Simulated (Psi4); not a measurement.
**HS (SMILES [SH]): levels of theory compared**

Wanted: a comparison of 6 runs (UHF/STO-3G, UB3LYP/6-31G*, UMVS/aug-cc-pV(D+d)Z, UCCSD(T)/pcseg-2) of HS. 

The results are computed with Psi4 1.11.

5 further runs of the same task are left out: 3 that didn't finish, 2 set aside as unsound or not needed.

## Step 1: The structure to begin with

HS has 2 atoms, charge 0, and is taken as a doublet. SMILES: `[SH]`. Geometry: relaxed at GFN2-xTB.

Bond lengths: S1–H2 1.330 Å.

## Step 2: A single-point energy at UHF/STO-3G (run 1)

File input.inp:

```
memory 1.6 GB

molecule {
  0 2
  S      1.07338334    -0.35086545     0.55197010
  H     -1.07338334     0.35086545    -0.55197010
  units au
  symmetry c1
  no_reorient
  no_com
}

set globals {
  reference     uhf
  puream        true
  e_convergence 1e-09
  d_convergence 1e-08
  scf_type      pk
  maxiter       200
}

result = energy('hf/STO-3G')
```

Launch:

```sh
$ psi4 input.inp input.out -n 1
```

input.out:

```text
[...]
  Running in c1 symmetry.
[...]
  Nuclear repulsion =    6.364600572385179
[...]
  Multiplicity = 2
[...]
  Nalpha       = 9
  Nbeta        = 8
[...]
    Number of basis functions: 10
[...]
   @UHF iter   1:  -393.69500700873556   -6.43696e-01   1.16084e-02 DIIS/ADIIS
[...]
   @UHF iter   9:  -393.71024058690062   -1.70530e-13   1.80218e-10 DIIS
[...]
   @S^2 Observed:                7.526917932E-01
[...]
    Orbital Energies [Eh]
    ---------------------
    Alpha Occupied:
       1A    -90.703399     2A     -8.618748     3A     -6.268664
       4A     -6.246347     5A     -6.240917     6A     -0.881607
       7A     -0.437525     8A     -0.343930     9A     -0.278826
    Alpha Virtual:
      10A      0.506656
    Beta Occupied:
       1A    -90.693619     2A     -8.604630     3A     -6.238861
       4A     -6.235163     5A     -6.215713     6A     -0.780222
[...]
  @UHF Final Energy:  -393.71024058690062
   => Energetics <=
    Nuclear Repulsion Energy =              6.3646005723851786
    One-Electron Energy =                -560.7097107464023793
    Two-Electron Energy =                 160.6348695871166115
    Total Energy =                       -393.7102405869006247
  UHF NO Occupations:
  HONO-2 :    6  A 2.0000000
  HONO-1 :    8  A 1.9986532
[...]
 Multipole Moments:
 ------------------------------------------------------------------------------------
     Multipole            Electronic (a.u.)      Nuclear  (a.u.)        Total (a.u.)
 ------------------------------------------------------------------------------------
 L = 1.  Multiply by 2.5417464519 to convert [e a0] to [Debye]
 Dipole X            :        -16.3341494           16.1007501           -0.2333993
 Dipole Y            :          5.3392748           -5.2629818            0.0762931
 Dipole Z            :         -8.3995733            8.2795515           -0.1200218
 Magnitude           :                                                    0.2733150
[...]
```

Run time: 1.2 s. Hardware: 1 thread of Intel Xeon 6975P-C (Granite Rapids), shared host; peak memory 0.17 GiB.

## Step 3: Energy and forces at UB3LYP/6-31G(d) (spherical functions) (run 2)

File run.py:

```python
import psi4

psi4.set_memory(1600000000)
psi4.set_num_threads(1)
psi4.set_output_file('run.log', False)

geom = psi4.geometry("""
0 2
S      0.568010    -0.185670     0.292090
H     -0.568010     0.185670    -0.292090
symmetry c1
""")

options = {'basis': '6-31G*', 'reference': 'uks', 'puream': True, 'e_convergence': 1e-09, 'd_convergence': 1e-08, 'scf_type': 'pk', 'dft_radial_points': 99, 'dft_spherical_points': 590, 'maxiter': 200}
psi4.set_options(options)

e, wfn = psi4.gradient("b3lyp", return_wfn=True)
psi4.oeprop(wfn, "QUADRUPOLE", "MULLIKEN_CHARGES", "LOWDIN_CHARGES", title="B3LYP")
print('gradient / Eh bohr^-1')
print(e.np.round(6))
print(f'energy = {wfn.energy():.10f} Eh')
for k, v in sorted(psi4.core.scalar_variables().items()):
    print(f'{k:45s} {v:18.10f}')
```

Launch:

```sh
$ python run.py
```

run.log:

```text
[...]
  Running in c1 symmetry.
[...]
  Nuclear repulsion =    6.364600578970911
[...]
  Multiplicity = 2
[...]
  Nalpha       = 9
  Nbeta        = 8
[...]
    Number of basis functions: 20
[...]
   @UKS iter   1:  -398.71488483856223   -2.05792e-01   8.46153e-03 ADIIS/DIIS
[...]
   @UKS iter  10:  -398.73672809489659   -1.13687e-13   8.26394e-10 DIIS
[...]
   @S^2 Observed:                7.524107179E-01
[...]
    Orbital Energies [Eh]
    ---------------------
    Alpha Occupied:
       1A    -88.889425     2A     -7.967621     3A     -5.937997
       4A     -5.928214     5A     -5.918791     6A     -0.743435
       7A     -0.416878     8A     -0.321576     9A     -0.273567
    Alpha Virtual:
      10A      0.036111    11A      0.270194    12A      0.326128
      13A      0.331530    14A      0.358599    15A      0.692973
      16A      0.707280    17A      0.735463    18A      0.741384
      19A      0.747809    20A      1.113561
    Beta Occupied:
[...]
  @UKS Final Energy:  -398.73672809489659
   => Energetics <=
    Nuclear Repulsion Energy =              6.3646005789709115
    One-Electron Energy =                -562.9150651419945461
    Two-Electron Energy =                 178.7843618248715245
    DFT Exchange-Correlation Energy =     -20.9706253567444243
    Empirical Dispersion Energy =           0.0000000000000000
    VV10 Nonlocal Energy =                  0.0000000000000000
    Total Energy =                       -398.7367280948965345
[...]
  -Total Gradient:
     Atom            X                  Y                   Z
    ------   -----------------  -----------------  -----------------
       1        0.000000000000     0.000000000000    -0.013082941853
       2       -0.000000000000     0.000000000000     0.013082886487
[...]
 Multipole Moments:
 ------------------------------------------------------------------------------------
     Multipole            Electronic (a.u.)      Nuclear  (a.u.)        Total (a.u.)
 ------------------------------------------------------------------------------------
 L = 1.  Multiply by 2.5417464519 to convert [e a0] to [Debye]
 Dipole X            :         -0.0000000            0.0000000           -0.0000000
 Dipole Y            :         -0.0000000           -0.0000000           -0.0000000
 Dipole Z            :          0.7848365           -1.2079336           -0.4230971
 Magnitude           :                                                    0.4230971
 L = 2.  Multiply by 1.3450342976 to convert [e a0^2] to [Debye ang]
 Quadrupole XX       :        -11.6179192            0.0000000          -11.6179192
 Quadrupole XY       :          0.1997505           -0.0000000            0.1997505
[...]
  Mulliken Charges: (a.u.)
   Center  Symbol    Alpha    Beta     Spin     Total
       1     S     8.56765  7.53941  1.02824 -0.10707
       2     H     0.43235  0.46059 -0.02824  0.10707
   Total alpha =  9.00000, Total beta =  8.00000, Total charge = -0.00000
  Lowdin Charges: (a.u.)
   Center  Symbol    Alpha    Beta     Spin     Total
       1     S     8.56275  7.54542  1.01732 -0.10817
       2     H     0.43725  0.45458 -0.01732  0.10817
  Total alpha =  9.00000, Total beta =  8.00000, Total charge =  0.00000
```

The script printed:

```text
gradient / Eh bohr^-1
[[ 0.        0.       -0.013083]
 [-0.        0.        0.013083]]
energy = -398.7367280949 Eh
CURRENT ENERGY                                   -398.7367280949
CURRENT REFERENCE ENERGY                         -398.7367280949
DD SOLVATION ENERGY                                 0.0000000000
DFT FUNCTIONAL TOTAL ENERGY                      -398.7367280949
DFT TOTAL ENERGY                                 -398.7367280949
DFT VV10 ENERGY                                     0.0000000000
DFT XC ENERGY                                     -20.9706253567
GRID ELECTRONS ALPHA                                8.9999999987
GRID ELECTRONS BETA                                 7.9999999985
GRID ELECTRONS TOTAL                               16.9999999972
NUCLEAR REPULSION ENERGY                            6.3646005790
ONE-ELECTRON ENERGY                              -562.9150651420
PCM POLARIZATION ENERGY                             0.0000000000
PE ENERGY                                           0.0000000000
SCF ITERATION ENERGY                             -398.7367280949
SCF ITERATIONS                                     10.0000000000
SCF TOTAL ENERGY                                 -398.7367280949
TWO-ELECTRON ENERGY                               178.7843618249
XC GRID RADIAL POINTS                              99.0000000000
XC GRID SPHERICAL POINTS                          590.0000000000
XC GRID TOTAL POINTS                           109735.0000000000
```

Run time: 3.3 s. Hardware: 1 thread of Intel Xeon 6975P-C (Granite Rapids), shared host; peak memory 0.26 GiB.

Run 3 isn't shown in full; the table further down has it.

## Step 4: A single-point energy at UMVS/aug-cc-pV(D+d)Z (DKH3, density fitting) (run 4)

File job.py:

```python
import psi4

psi4.set_memory(1600000000)
psi4.set_num_threads(1)
psi4.set_output_file('psi4.out', False)

mol = psi4.geometry("""
0 2
S
H 1 1.330301
units angstrom
""")

psi4.set_options({
    'basis': 'aug-cc-pV(D+d)Z',
    'reference': 'uks',
    'relativistic': 'dkh',
    'dkh_order': 3,
})

e_tot, wfn = psi4.energy('mvs', molecule=mol, return_wfn=True)
print(f'total energy {e_tot:.8f} hartree = {e_tot * 27.211386:.5f} eV')
for k, v in sorted(psi4.core.scalar_variables().items()):
    print(f'{k:45s} {v:18.10f}')
```

Launch:

```sh
$ python job.py
```

psi4.out:

```text
[...]
  Running in c2v symmetry.
[...]
  Nuclear repulsion =    6.364601222369975
[...]
  Multiplicity = 2
[...]
  Nalpha       = 9
  Nbeta        = 8
[...]
    Number of basis functions: 41
[...]
   @DF-UKS iter   1:  -399.58426159927524   -2.13519e-01   7.64074e-03 ADIIS/DIIS
[...]
   @DF-UKS iter   8:  -399.60520243102565   -1.28648e-09   1.98125e-07 DIIS
[...]
   @S^2 Observed:                7.565671213E-01
[...]
    Orbital Energies [Eh]
    ---------------------
    Alpha Occupied:
       1A1   -88.816408     2A1    -7.968977     1B1    -5.866184
       3A1    -5.858228     1B2    -5.847476     4A1    -0.729664
       5A1    -0.401671     2B1    -0.312902     2B2    -0.262069
    Alpha Virtual:
       6A1     0.003921     7A1     0.053958     8A1     0.097824
       3B1     0.102499     3B2     0.114811     9A1     0.144040
       4B1     0.173789     4B2     0.195858     1A2     0.220168
      10A1     0.221550    11A1     0.366181     5B1     0.447721
       5B2     0.462564    12A1     0.530479     6B1     0.633163
       6B2     0.665904    13A1     0.684319    14A1     0.734959
[...]
  @DF-UKS Final Energy:  -399.60520243102565
   => Energetics <=
    Nuclear Repulsion Energy =              6.3646012223699753
    One-Electron Energy =                -563.9658731236229414
    Two-Electron Energy =                 183.9577918590432546
    DFT Exchange-Correlation Energy =     -25.9617223888159536
    Empirical Dispersion Energy =           0.0000000000000000
    VV10 Nonlocal Energy =                  0.0000000000000000
    Total Energy =                       -399.6052024310256456
[...]
 Multipole Moments:
 ------------------------------------------------------------------------------------
     Multipole            Electronic (a.u.)      Nuclear  (a.u.)        Total (a.u.)
 ------------------------------------------------------------------------------------
 L = 1.  Multiply by 2.5417464519 to convert [e a0] to [Debye]
 Dipole X            :          0.0000000            0.0000000            0.0000000
 Dipole Y            :          0.0000000            0.0000000            0.0000000
 Dipole Z            :         -0.8589927            1.2079335            0.3489408
 Magnitude           :                                                    0.3489408
[...]
```

On the terminal:

```text
total energy -399.60520243 hartree = -10873.81141 eV
CURRENT ENERGY                                   -399.6052024310
CURRENT REFERENCE ENERGY                         -399.6052024310
DD SOLVATION ENERGY                                 0.0000000000
DFT FUNCTIONAL TOTAL ENERGY                      -399.6052024310
DFT TOTAL ENERGY                                 -399.6052024310
DFT VV10 ENERGY                                     0.0000000000
DFT XC ENERGY                                     -25.9617223888
GRID ELECTRONS ALPHA                                9.0000000313
GRID ELECTRONS BETA                                 8.0000000489
GRID ELECTRONS TOTAL                               17.0000000802
NUCLEAR REPULSION ENERGY                            6.3646012224
ONE-ELECTRON ENERGY                              -563.9658731236
PCM POLARIZATION ENERGY                             0.0000000000
PE ENERGY                                           0.0000000000
SCF ITERATION ENERGY                             -399.6052024310
SCF ITERATIONS                                      8.0000000000
SCF TOTAL ENERGY                                 -399.6052024310
TWO-ELECTRON ENERGY                               183.9577918590
XC GRID RADIAL POINTS                              75.0000000000
XC GRID SPHERICAL POINTS                          302.0000000000
XC GRID TOTAL POINTS                            44290.0000000000
```

It took 2.8 s on 1 thread of Intel Xeon 6975P-C (Granite Rapids), shared host; peak memory 0.35 GiB.

Run 5 isn't shown in full; the table further down has it.

## Step 5: The energy at UCCSD(T)/pcseg-2 (run 6)

File hs.xyz:

```xyz
2
HS
S      0.568010    -0.185670     0.292090
H     -0.568010     0.185670    -0.292090
```

File hs.py:

```python
import psi4

psi4.set_memory(1600000000)
psi4.set_num_threads(1)
psi4.core.set_output_file('hs.out', False)

with open('hs.xyz') as f:
    atoms = ''.join(f.readlines()[2:])
molecule = psi4.geometry('0 2\n' + atoms + 'symmetry c1')

psi4.set_options({
    'reference': 'uhf',
    'puream': True,
    'e_convergence': 1e-09,
    'd_convergence': 1e-08,
    'scf_type': 'pk',
    'num_frozen_docc': 5,
    'maxiter': 200,
})

e = psi4.energy('ccsd(t)/pcseg-2', molecule=molecule)
print('E =', round(e, 9))
```

Launch:

```sh
$ python hs.py
```

hs.out:

```text
[...]
  Running in c1 symmetry.
[...]
  Nuclear repulsion =    6.364600578970911
[...]
  Multiplicity = 2
[...]
  Nalpha       = 9
  Nbeta        = 8
[...]
    Number of basis functions: 48
[...]
   @UHF iter   1:  -398.07930150454473   -4.34550e-01   3.42162e-03 DIIS/ADIIS
[...]
   @UHF iter  12:  -398.09855418255603   -3.18323e-12   5.45131e-09 DIIS
[...]
   @S^2 Observed:                7.613515759E-01
[...]
    Orbital Energies [Eh]
    ---------------------
    Alpha Occupied:
       1A    -91.936254     2A     -8.977595     3A     -6.675000
       4A     -6.656472     5A     -6.654725     6A     -0.989113
       7A     -0.553948     8A     -0.469631     9A     -0.401395
    Alpha Virtual:
      10A      0.109555    11A      0.234160    12A      0.347376
      13A      0.377219    14A      0.399979    15A      0.610697
      16A      0.646525    17A      0.700876    18A      0.729350
      19A      0.729372    20A      0.930504    21A      1.159310
      22A      1.184263    23A      1.477849    24A      1.788127
      25A      2.040991    26A      2.085623    27A      2.087971
[...]
  @UHF Final Energy:  -398.09855418255603
   => Energetics <=
    Nuclear Repulsion Energy =              6.3646005789709115
    One-Electron Energy =                -562.9729523364112538
    Two-Electron Energy =                 158.5097975748843169
    Total Energy =                       -398.0985541825560290
  UHF NO Occupations:
  HONO-2 :    7  A 1.9997171
  HONO-1 :    8  A 1.9948609
[...]
 Multipole Moments:
 ------------------------------------------------------------------------------------
     Multipole            Electronic (a.u.)      Nuclear  (a.u.)        Total (a.u.)
 ------------------------------------------------------------------------------------
 L = 1.  Multiply by 2.5417464519 to convert [e a0] to [Debye]
 Dipole X            :         -0.0000000            0.0000000           -0.0000000
 Dipole Y            :         -0.0000000           -0.0000000           -0.0000000
 Dipole Z            :          0.8220342           -1.2079336           -0.3858994
 Magnitude           :                                                    0.3858994
[...]
      * MP2 total energy                      = -398.241144859559824
[...]
      * CCSD total energy                     = -398.265442790327995
[...]
      * CCSD(T) total energy                     = -398.270589848167106
```

On the terminal:

```text
E = -398.270589848
```

Wall time 2.9 s (1 thread of Intel Xeon 6975P-C (Granite Rapids), shared host); peak memory 0.24 GiB.

## Step 6: The series

| run | level | task | integration grid | energy (Eh) | dipole moment (D) | HOMO energy (eV) | LUMO energy (eV) | wall time |
| --- | --- | --- | --- | --- | --- | --- | --- | --- |
| 1 | UHF/STO-3G | energy | – | -393.710241 | 0.69 | -6.62 | 5.96 | 1.2 s |
| 2 | UB3LYP/6-31G* (spherical functions) | gradient | 99 radial × 590 angular | -398.736728 | 1.08 | -7.05 | -4.86 | 3.3 s |
| 3 | UB3LYP/6-31G* (Cartesian functions) | gradient | 99 radial × 590 angular | -398.739720 | 1.08 | -7.05 | -4.85 | 3.9 s |
| 4 | UMVS/aug-cc-pV(D+d)Z (DKH3, density fitting) | energy | 75 radial × 302 angular | -399.605202 | 0.89 | -6.60 | -5.31 | 2.8 s |
| 5 | UMVS/aug-cc-pV(D+d)Z (density fitting) | energy | 75 radial × 302 angular | -398.674694 | 0.90 | -6.61 | -5.33 | 2.9 s |
| 6 | UCCSD(T)/pcseg-2 | energy | – | -398.270590 | – | -10.33 | 0.12 | 2.9 s |

## Step 7: What came out

| quantity | value |
| --- | --- |
| run 6: total energy | -398.27059 Eh |
| run 6: HOMO energy (Hartree–Fock orbitals) (highest over α and β) | -10.33 eV |
| run 6: LUMO energy (Hartree–Fock orbitals) (lowest over α and β) | 0.12 eV |
| run 6: correlation energy (5 core orbitals frozen) | -172.0 mEh |
| run 6: (T) correction | -5.15 mEh |
| run 6: ⟨S²⟩ of the reference determinant | 0.761 |
| run 6: T1 diagnostic | 0.014 |

Over runs 1, 2, 3, 4, 5 the dipole moment (its size) runs from 0.69 D (UHF/STO-3G) to 1.08 D (UB3LYP/6-31G*). The two ends differ in method and basis. Totals of different functionals can't be ranked against each other. Some runs of one species differ in core potentials or relativity; totals across that change don't compare. In run 1 the basis is minimal, so the values are rough. All runs together took 17 s, the longest 3.9 s.
